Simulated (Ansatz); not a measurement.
**Heat of formation of H2SO4 (sulfuric acid) from total energies**

The species is H2SO4 (7 atoms), meant as a singlet with charge 0. As SMILES, `O=S(=O)(O)O`. Geometry: relaxed at PBE0-D4/def2-TZVP. This is one conformer, not always the lowest.

Total energies at MP2/cc-pVDZ, 9 core orbitals frozen (Ansatz 0.2.0); the atoms run unrestricted:

```tsv
species	state	energy (Eh)
H2SO4	singlet	-698.940974
O	triplet	-74.894132
S	triplet	-397.580603
H	doublet	-0.499278
```

Harmonic wavenumbers at PBE0-D4/def2-TZVP, in cm⁻¹: 258, 336, 381, 445, 502, 553, 563, 855, 912, 1145, 1166, 1255, 1504, 3803, 3808.

Measured heats of formation of the gaseous atoms at 298.15 K, in kJ/mol: O 249.2, S 277.0, H 218.0. Spin-orbit lowering of the atoms at 298 K (mean of the ground term's levels less their thermal mean, from spectra), in kJ/mol: O 0.40, S 1.88. Take 1 Eh = 2625.50 kJ/mol, 1 cm⁻¹ = 0.0119627 kJ/mol, RT = 2.479 kJ/mol.

Work out the heat of formation of the gas at 298 K.


1. Electronic atomisation energy: 4 × (-74.894132) + (-397.580603) + 2 × (-0.499278) − (-698.940974) = 0.785287 Eh = 2061.8 kJ/mol.
2. Zero-point energy: half the sum of the wavenumbers, 8743 cm⁻¹ = 104.6 kJ/mol.
3. Thermal vibrational enthalpy, Σ hcν̃/(exp(hcν̃/kT) − 1): 5.8 kJ/mol. Translation, rotation and pV of a non-linear molecule: 4 RT = 9.9 kJ/mol.
4. The 7 free atoms carry 5/2 RT each: 43.4 kJ/mol.
5. Spin-orbit coupling lowers the free atoms by 4 × 0.40 + 1.88 = 3.5 kJ/mol.
6. Atomisation enthalpy at 298 K: 2061.8 − 3.5 − 104.6 − 5.8 − 9.9 + 43.4 = 1981.4 kJ/mol.
7. Sum of the atoms' heats of formation: 1709.8 kJ/mol. Heat of formation: 1709.8 − 1981.4 = -271.6 kJ/mol.

The tabulated value is -735.1 kJ/mol (NIST-JANAF tables), so this level is off by +463.5 kJ/mol, or 19.0 % of the atomisation enthalpy that the table implies (2445.0 kJ/mol). Perturbation theory converges slowly with the basis for atomisation. A double-zeta basis underbinds. Anharmonicity and any spin-orbit splitting of the molecule are left out, and so is core correlation.
